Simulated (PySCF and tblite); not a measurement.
Values are calculated unless marked as measured or tabulated.
Molecule: C₄H₇N, numbered as in [CH2:1]=[CH:2][N:3]1[CH2:4][CH2:5]1.

The mean out-of-plane torsion at N3 (0° is planar) is held and the rest relaxed at GFN2-xTB. Energies: PBE0/pcSseg-1 + D3(BJ), IEF-PCM dichloromethane. (tblite 0.8, PySCF 2.14.)

Give the DFT energy and dipole along the out-of-plane angle.


| out-of-plane angle ° | E kcal/mol | dipole D |
| --- | --- | --- |
| -53 | 1.75 | 1.97 |
| -45 | 0.04 | 1.82 |
| -33 | 3.82 | 2.04 |
| -16 | 7.69 | 2.37 |
| 0 | 8.82 | 2.48 |
| 16 | 7.68 | 2.37 |
| 33 | 3.79 | 2.03 |
| 45 | 0.00 | 1.81 |
| 53 | 1.70 | 1.97 |

Where is the lowest sampled point, and what does the planar form cost?

At 45°; the point at 0° lies 8.82 kcal/mol above it.
